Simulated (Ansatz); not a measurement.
## bcc K

The numbers are results of r²SCAN in Ansatz (PAW), not measurements.

Settings: plane-wave cutoff 560 eV, 16×16×16 k mesh, Fermi–Dirac smearing 0.05 eV, scalar-relativistic PAW data made under PBE.

Cell: relaxed at this level.

```
Quantity                                           Result
------------------------------------------  -------------
equilibrium volume per atom                 76.48 Å³/atom
bulk modulus                                     3.44 GPa
lattice constant a                                5.348 Å
band gap                                             none
pressure derivative B′ of the bulk modulus            3.7
```

Measured, for comparison: equilibrium volume per atom 70.79 Å³/atom, lattice constant a 5.212 Å (low-temperature or extrapolated to 0 K; zero-point anharmonic expansion removed; as tabulated in Csonka et al. (2009), arXiv:0903.4037); bulk modulus 3.75 GPa (corrected for temperature and zero-point phonon effects; as tabulated in Levämäki et al. (2014), arXiv:1402.3671). Computed (rounded) less measured: equilibrium volume per atom +8.0 %, bulk modulus -8 %, lattice constant a +2.6 %.

Computed values are for the static lattice.

It cost roughly 90 core-seconds of CPU time.

Ansatz is an electronic-structure program.
